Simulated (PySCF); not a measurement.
BH2(vinyl), C₂H₅B.
Cartesian coordinates in Å at the PBE0-D3(BJ)/def2-SVP level; atoms count from 1:
```
atom  x, y, z in Å
B1     0.673    1.026   -0.404
H2     1.371    1.411   -1.313
H3     0.448    1.771    0.525
C4     0.061   -0.389   -0.391
C5    -0.710   -0.798    0.635
H6     0.235   -1.095   -1.212
H7    -0.916   -0.131    1.480
H8    -1.162   -1.796    0.681
```

The computed photoelectron lines, unassigned: B 1s: 195.72 eV; C 1s: 290.44 (area 1), 291.13 (area 1) eV.

Method used: delta-SCF UKS SCAN, pcX-2 on the ionised atom, pcseg-1 elsewhere, spin-free X2C in PySCF. One conformer (not necessarily the lowest) at the PBE0-D3(BJ)/def2-SVP geometry, without solvent, vibrations or thermal averaging.

(1) Assign the C 1s lines to atoms.

## Answers

(1) 290.44 eV: C4 (carbon bonded to B, C and H); 291.13 eV: C5 (carbon bonded to C and 2 H). The listed C 1s values span 0.69 eV, from C4 (bonded to C, H and B) to C5 (bonded to C and 2 H).

Bonded neighbours of each site: B1: C and 2 H; C4: C, H and B; C5: C and 2 H.

Q: Which photon energy gives electrons from B 1s of B1 a kinetic energy of 100 eV, and what is their de Broglie wavelength?

A: hν = 195.72 + 100 = 295.72 eV, recoil neglected; λ = 12.264 Å/√(E/eV) = 1.23 Å.

Spin contamination (⟨S²⟩ against 0.75 for a pure doublet) is marked for B 1s of B1 (0.99), which makes this value less certain.
